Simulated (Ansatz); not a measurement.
Ansatz (a program for electronic structure) input (PBE0/pcseg-3): A basis named .json is the Basis Set Exchange file of that set (core-valence sets with the plain set on hydrogen).

Ansatz 0.2 input:
```yaml
crystal:
  periodic: [false, false, false]
  atoms:
    - {symbol: H, position_ang: [-0.00000000, -0.00000000, -0.37201156]}
    - {symbol: H, position_ang: [0.00000000, 0.00000000, 0.37201156]}
basis:
  gaussian:
    orbitals: pcseg-3.json
hamiltonian:
  xc: {name: PBE0}
magnetization: {spin_polarized: false}
```

Output:

```
Functional definition: PBE0
integrals: 0.00 GiB planned
138 factors; their error is unknown
mean field: 0.09 GiB planned
mean field evaluation 1: about -31.7016 eV, gradient 6.0e0 eV
mean field evaluation 2: about -31.8092 eV, gradient 9.2e-1 eV
mean field evaluation 4: about -31.8110 eV, gradient 1.1e-1 eV
mean field evaluation 8: about -31.8110 eV, gradient 4.7e-6 eV
mean field -31.81104904 eV, -1.1690344901 hartree, gradient 4.7e-6 eV, S^2 0.000000; 0 other end points of the search recorded, 0 dependent functions left out
reference -31.81107204 eV, -1.1690353352 hartree; 1, 1 occupied and 65, 65 virtual orbitals, 138 factors
Total energy: -31.81107204 eV, -1.1690353352 hartree
```
